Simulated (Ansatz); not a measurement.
A ladder of methods for BF (SMILES [B]F)

The species is BF (2 atoms), meant as a singlet with charge 0. SMILES: `[B]F`. The shape is that of a PBE0-D4/def2-TZVP optimisation. The run starts from this shape.

```xyz
2

B     0.0000    0.0000   -0.0094
F     0.0000    0.0000    1.2537
```

Quantity: the adiabatic ionisation energy (to the doublet cation, no zero-point term), in eV. The values are calculated.

```
         level                 kind  program  value (eV)  CPU time (all runs)
    HF/cc-pVTZ         Hartree–Fock   Ansatz        9.81                1.5 s
  BLYP/cc-pVTZ                  GGA   Ansatz       10.83                4.8 s
B2PLYP/cc-pVTZ        double hybrid   Ansatz       10.87                 13 s
   MP2/cc-pVTZ  perturbation theory   Ansatz       10.70                3.5 s
```

The values span 9.81 to 10.87 eV. In so small a basis fixed costs decide the times, and correlated methods can beat functionals. CPU times are rough (shared hosts, several kinds of processor and program).
